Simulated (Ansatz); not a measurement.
# H₂F (doublet): from Hartree-Fock to the top rungs at distance H1–H2 along a hydrogen transfer = 0.964 Å, cc-pVDZ

Aim: climb from Hartree-Fock through coupled cluster and multireference methods for H₂F (doublet) at one geometry and basis, and see what each rung misses.

Method: cc-pVDZ, core rule «outside noble gas», up to 1 orbitals frozen; program: Ansatz 0.2.0, Gaussian basis.

Plan: UHF; CCSD(T) on ROHF; CCSD(T) on UHF; BCCD(T) on ROHF; CISD; CCSDT(Q) on ROHF; CCSDT(Q) on UHF; CCSDTQ on ROHF; CCSDTQ on UHF; CASSCF and MRCISD+Q, 3 electrons in 3 orbitals; CASSCF and NEVPT2, 3 electrons in 3 orbitals; CASSCF and MRCISD+Q, 9 electrons in 6 orbitals; CASSCF and MRCISD+Q(relaxed), 9 electrons in 6 orbitals; CASSCF and NEVPT2, 9 electrons in 6 orbitals; Full CI.

## (1) The geometry

The geometry derives from fragments relaxed apart (PBE0/def2-TZVP) and kept rigid, so it is no stationary point. A hydrogen atom is moved between rigid fragments.

3 atoms, charge 0, spin multiplicity 2.

Atoms are counted from 1 here; the program's logs count them from 0.

Bond lengths: H2–F3 0.937 Å.

## (2) UHF

File in.yaml:

```yaml
crystal:
  periodic: [false, false, false]
  atoms:
    - {symbol: H, position_ang: [0.000000, 0.000000, -0.955000]}
    - {symbol: H, position_ang: [0.000000, 0.000000, 0.009000]}
    - {symbol: F, position_ang: [0.000000, 0.000000, 0.946000]}
basis:
  gaussian: {orbitals: cc-pVDZ}
magnetization: {spin_polarized: true, initial_magnetization: 1}
hamiltonian: {xc: hf}
output: {orbitals: {seedname: orbitals}}
```

Run with:

```bash
> ansatz run in.yaml --threads 1 --pin off --events-out ev --progress --plain --max-ram 3968MiB --backend cpu
```

The runs that follow: CCSD(T) on ROHF; CCSD(T) on UHF; BCCD(T) on ROHF; CISD; CCSDT(Q) on ROHF; CCSDT(Q) on UHF; CCSDTQ on ROHF; CCSDTQ on UHF; CASSCF and MRCISD+Q, 3 electrons in 3 orbitals; CASSCF and NEVPT2, 3 electrons in 3 orbitals; CASSCF and MRCISD+Q, 9 electrons in 6 orbitals; CASSCF and MRCISD+Q(relaxed), 9 electrons in 6 orbitals; CASSCF and NEVPT2, 9 electrons in 6 orbitals; Full CI.

Q: Predict the results of all the runs planned. Wanted: FCI below the RHF energy; RMP2 from FCI; UMP2 from FCI; RCCSD from FCI; RCCSD(T) from FCI; UCCSD(T) from FCI; RCCSDT(Q) from FCI; UCCSDT(Q) from FCI; NEVPT2 pair from FCI.

The runs gave:

```
                         quantity                                                                                                                                            value
         FCI below the RHF energy                                                                                                                                       -6.0119 eV
                    RMP2 from FCI                                                                                                                                     +25.2 kJ/mol
                    UMP2 from FCI                                                                                                                                     +25.8 kJ/mol
                   RCCSD from FCI                                                                                                                                      +8.0 kJ/mol
                RCCSD(T) from FCI                                                                                                                                      +1.5 kJ/mol
                UCCSD(T) from FCI                                                                                                                                      +1.5 kJ/mol
               RCCSDT(Q) from FCI                                                                                                                                       0.0 kJ/mol
               UCCSDT(Q) from FCI                                                                                                                                       0.0 kJ/mol
             NEVPT2 pair from FCI                                                                                                                                     +21.6 kJ/mol
           MRCISD+Q pair from FCI                                                                                                                                      +4.1 kJ/mol
          NEVPT2 valence from FCI                                                                                                                                     +62.4 kJ/mol
levels within 1 kcal/mol (43 meV)  RCCSD(T), UCCSD(T), BCCD(T), RCCSDT, UCCSDT, RCCSDT(Q), UCCSDT(Q), RCCSDTQ, UCCSDTQ, MRCISD+Q pair, MRCISD+Q valence, MRCISD+Q(relaxed) valence
                    T1 diagnostic                                                                                                                                            0.018
   effectively unpaired electrons                                                                                                                                             1.01
```

**Reading.** RCCSD(T) lands +1.5 kJ/mol from the yardstick (0.3 % of the correlation energy). One determinant dominates. Of the multireference levels listed MRCISD+Q(relaxed) valence comes nearest in total energy (+1.1 kJ/mol), which doesn't show that its space is the better one. These misses are within one basis, not against nature; the frozen cores of restricted and unrestricted runs differ, which can shift their rows.
